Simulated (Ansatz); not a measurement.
Ansatz (a program for electronic structure) input (SVWN5/def2-TZVPD):

Ansatz 0.2 input:
```yaml
crystal:
  periodic: [false, false, false]
  atoms:
    - {symbol: O, position_ang: [0.16648706, -0.70931098, 0.16521394]}
    - {symbol: C, position_ang: [-0.01381313, 0.67922663, -0.11817932]}
    - {symbol: C, position_ang: [1.43955763, -1.15721352, 0.09942835]}
    - {symbol: C, position_ang: [-1.49052210, 0.99460167, -0.05875851]}
    - {symbol: H, position_ang: [0.54771103, 1.26663251, 0.61598981]}
    - {symbol: H, position_ang: [0.39719059, 0.89500950, -1.11146464]}
    - {symbol: H, position_ang: [2.15719458, -0.59958150, -0.49164286]}
    - {symbol: H, position_ang: [1.54213033, -2.21892541, 0.26244535]}
    - {symbol: H, position_ang: [-2.04086846, 0.40609664, -0.79376212]}
    - {symbol: H, position_ang: [-1.89139743, 0.77281797, 0.93086873]}
    - {symbol: H, position_ang: [-1.65519161, 2.05274955, -0.26908893]}
basis:
  gaussian:
    orbitals: def2-TZVPD
hamiltonian:
  xc: {name: SVWN5}
magnetization: {spin_polarized: true, initial_magnetization: 1}
output: {forces: true}
```

End of the output:

```
the calculation of the forces begins
reference -5227.09791222 eV, -192.0923052200 hartree; 17, 16 occupied and 197, 198 virtual orbitals, 1063 factors
Total energy: -5227.09791222 eV, -192.0923052200 hartree
Atom 0 at     0.166487    -0.709311     0.165214 Å, force     0.404476     0.242054    -0.059617 eV/Å
Atom 1 at    -0.013813     0.679227    -0.118179 Å, force    -0.663149    -0.607699     0.171845 eV/Å
Atom 2 at     1.439558    -1.157214     0.099428 Å, force    -0.861881     0.408247     0.076217 eV/Å
Atom 3 at    -1.490522     0.994602    -0.058759 Å, force     0.755388    -0.189527    -0.031594 eV/Å
Atom 4 at     0.547711     1.266633     0.615990 Å, force     0.217868     0.169313     0.273038 eV/Å
Atom 5 at     0.397191     0.895010    -1.111465 Å, force     0.167217     0.039167    -0.352984 eV/Å
Atom 6 at     2.157195    -0.599581    -0.491643 Å, force     0.260190     0.280898    -0.196499 eV/Å
Atom 7 at     1.542130    -2.218925     0.262445 Å, force     0.016904    -0.395449     0.102081 eV/Å
Atom 8 at    -2.040868     0.406097    -0.793762 Å, force    -0.153747    -0.181203    -0.229292 eV/Å
Atom 9 at    -1.891397     0.772818     0.930869 Å, force    -0.105152    -0.068048     0.306698 eV/Å
Atom 10 at    -1.655192     2.052750    -0.269089 Å, force    -0.038113     0.302247    -0.059893 eV/Å
Dipole moment:    -0.058648     0.265580    -0.135261 e Å
```

It need not be the lowest isomer of its formula.
